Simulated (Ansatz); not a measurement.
We consider 1T (CdI2-type) PtSe₂, described by r²SCAN0 in Ansatz (PAW).

Numerical settings: plane-wave cutoff 520 eV, 9×9×6 k mesh (along the axes of the cell as run), Fermi–Dirac smearing 0.01 eV, scalar-relativistic PAW data made under PBE.

Computed at the level's own relaxed cell.

Task: What does this level give for the lattice constant a, direct gap at Γ and smallest direct gap on the k points sampled?

Result: 
- lattice constant a = 3.675 Å
- direct gap at Γ = 4.10 eV
- smallest direct gap on the k points sampled = 2.38 eV

Measured, for comparison: lattice constant a 3.727 Å (temperature not stated, not corrected to a static lattice; as tabulated in Björkman (2014), arXiv:1406.2436). Computed (rounded) less measured: lattice constant a -1.4 %. A static lattice is as a rule a little smaller and stiffer than an uncorrected measurement, which narrows the difference in the lattice constant a and would widen misses of the other sign.

Note: the cell comes from a level without a dispersion term, which matters for the spacing of layers, chains or molecules; the cell has widely spaced layers and the level no dispersion term, so their spacing and the moduli can rest on weak binding.

Spin–orbit coupling is not included; with these elements it can move the gap by several tenths of an eV or more.

Static lattice: no zero-point or thermal effects.

Computing time: about 2.5 core-hours (a rough figure).

Ansatz is a first-principles code.
